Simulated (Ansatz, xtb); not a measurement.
# Relative energy of two isomers of C3H6N2O

We compare a, `N/C=C\N=C\O`, a singlet, with b, `N/C=C\N=C/O`, a singlet. Both are isolated molecules in the gas phase, relaxed with PBE-D3(BJ)/def2-SVP; the shapes shown needn't be the lowest conformers.

a (Å):

```xyz
12

C    -0.0308   -1.1106   -1.1226
C    -0.2134    0.1504   -1.6184
C    -0.6438    2.3992   -1.1716
N    -0.0335   -1.4200    0.2227
N    -0.5201    1.1939   -0.7555
O    -0.9620    3.4199   -0.3454
H    -0.4031   -0.6638    0.8074
H    -0.3625   -2.3502    0.4834
H     0.1945   -1.9411   -1.8099
H    -0.1063    0.3307   -2.7051
H    -0.5129    2.7485   -2.2189
H    -1.0518    3.0105    0.5431
```

b (Å):

```xyz
12

C     0.3741   -0.2516    0.8236
C    -0.0605    0.8078    0.0709
C    -1.8638    2.2292   -0.4286
N    -0.4220   -0.9130    1.7271
N    -1.3995    1.1698    0.1292
O    -1.1832    3.1897   -1.1134
H    -1.4170   -0.6809    1.6338
H    -0.2159   -1.8938    1.9147
H     1.4240   -0.5792    0.7643
H     0.6774    1.3176   -0.5827
H    -2.9427    2.4639   -0.3939
H    -0.2284    2.9819   -1.0580
```

**Question.** Estimate which is lower in electronic energy at CCSD(T)/def2-SVP + ΔMP2/def2-TZVPP, and by roughly how much.

**Answer.** The CCSD(T)/def2-SVP + ΔMP2/def2-TZVPP calculation puts structure a lower, by 9.9 kJ/mol.

How the difference moves with the method:

```csv
level,geometry,E(b) − E(a) (kJ/mol),departure from the last row (kJ/mol),"job, with rough time for the two"
GFN2-xTB,GFN2-xTB,+5.3,−4.6,"optimisation, 0.19 s"
HF/STO-3G,GFN2-xTB,+18.7,+8.8,"single point, 0.74 s"
r2SCAN-D4/def2-SVP,GFN2-xTB,+12.3,+2.4,"single point, 3.4 s"
PBE-D3(BJ)/def2-SVP,PBE-D3(BJ)/def2-SVP,+11.1,+1.2,"optimisation, 20 s"
HF/def2-SVP,PBE-D3(BJ)/def2-SVP,+17.2,+7.3,part of the CCSD(T) run
MP2/def2-SVP,PBE-D3(BJ)/def2-SVP,+13.6,+3.7,part of the CCSD(T) run
CCSD(T)/def2-SVP,PBE-D3(BJ)/def2-SVP,+13.5,+3.6,single point
CCSD(T)/def2-SVP + ΔMP2/def2-TZVPP,PBE-D3(BJ)/def2-SVP,+9.9,,"single point, 38 s"
```

As drawn, both hold the same kinds of bond in the same numbers.

The levels shown agree on the order. The largest departure from CCSD(T)/def2-SVP + ΔMP2/def2-TZVPP is that of HF/STO-3G, 8.8 kJ/mol. The last row adds to CCSD(T) the change of the MP2 difference between the two basis sets, here −3.6 kJ/mol.

With thermal terms from frequencies at re-optimised GFN2-xTB minima (ideal gas, soft modes damped towards free rotors, one conformer each, 298.15 K, 1 atm): on the last row, ΔE + ΔZPE = +10.0, ΔH = +10.0, ΔG = +9.7 kJ/mol.

The correlated steps freeze 6 core orbitals. Run with Ansatz 0.2.0, xtb 6.7.1; the last row on 2 threads of Intel(R) Xeon(R) Platinum 8488C (Sapphire Rapids) on a shared host.
